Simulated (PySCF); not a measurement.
Mapped SMILES: `[CH3:1][C:2](=[O:3])[Cl:4]` (H(Xn): hydrogen on atom n).

Geometry: PBE0-D3(BJ)/def2-SVP; GIAO shifts from PySCF 2.14.0 with density-fitted response routines, gas phase, non-relativistic, averaged over equivalent atoms.

At BP86/pcSseg-2 (193 basis functions, 17 s wall time on 1 thread of an Intel Xeon Platinum 8488C, shared host):
```tsv
atoms	δ (ppm)
C2	184.6
C1	35.2
O3	574.1
Cl4	504.0
H(C1)	2.50
```

Scale: TMS for 13C (σ = 179.17 ppm), 1H (σ = 31.23 ppm); 17O (σ = 326.07 ppm) against H2O; HCl for 35Cl (σ = 930.12 ppm) (reference shieldings calculated alike).

Task: Estimate the result of repeating the calculation with B97-D/pcSseg-2.

Result: 
| atoms | δ at B97-D/pcSseg-2 | change |
| --- | --- | --- |
| C2 | 181.0 | -3.6 |
| C1 | 34.4 | -0.8 |
| O3 | 554.1 | -20.0 |
| Cl4 | 483.8 | -20.2 |
| H(C1) | 2.51 | +0.01 |

δ = σ(ref) − σ, references computed at the same level: 13C (179.03 ppm) and 1H (31.40 ppm) against TMS; 17O (325.20 ppm) against H2O; 35Cl (926.62 ppm) against HCl.

The largest change is at Cl4 (chlorine bonded to C). Cost: 193 basis functions, 21 s wall time on 1 thread of an Intel Xeon Platinum 8488C, shared host.

Carbons that carry Cl, above all several Cl atoms, come out too deshielded, partly because spin–orbit coupling is missing. Unscaled 17O shifts of doubly bonded oxygen tend to come out too high, by tens of ppm or more. Experimental scales use liquid or dissolved standards, which lie at an offset from isolated H2O (liquid H2O: subtract about 36 ppm).
